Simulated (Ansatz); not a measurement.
dichloromethane (SMILES ClCCl), charge 0, multiplicity 1, relaxed at each level with Ansatz (a program for electronic structure); harmonic frequencies from differences of analytic forces, average atomic masses, frozen cores.

```csv
level,Cl1–C2 (Å),C2–Cl3 (Å),C2–H4 (Å),C2–H5 (Å),Cl1–C2–Cl3 (°),Cl1–C2–H4 (°),Cl1–C2–H5 (°),dipole (D)
HF/def2-TZVPP,1.7648,1.7648,1.0724,1.0724,112.6,108.2,108.2,1.85
PBE/def2-TZVPP,1.7803,1.7803,1.0923,1.0923,113.2,108.0,108.0,1.59
r2SCAN/def2-TZVPP,1.7740,1.7740,1.0846,1.0846,112.9,108.0,108.0,1.68
B3LYP/def2-TZVPP,1.7811,1.7811,1.0824,1.0824,113.1,108.0,108.0,1.66
PBE0/def2-TZVPP,1.7624,1.7624,1.0849,1.0849,112.9,108.1,108.1,1.65
wB97X-V/def2-TZVPP,1.7642,1.7642,1.0855,1.0855,112.5,108.3,108.3,1.68
MP2/cc-pV(T+d)Z,1.7641,1.7641,1.0822,1.0822,112.5,108.2,108.2,1.64
CCSD(T)/cc-pV(D+d)Z,1.7801,1.7801,1.0998,1.0998,112.9,108.3,108.3,1.63
CCSD(T)/cc-pV(T+d)Z,1.7739,1.7739,1.0837,1.0837,112.6,108.2,108.2,1.63
```

Measured: equilibrium bond lengths C-H 1.081, C-Cl 1.7642 Å [Piccardo et al., J. Phys. Chem. A 119, 2058 (2015), semi-experimental]; equilibrium angles H-C-H 111.79, Cl-C-Cl 112.18, Cl-C-H 108.23 ° [Piccardo et al., J. Phys. Chem. A 119, 2058 (2015), semi-experimental].
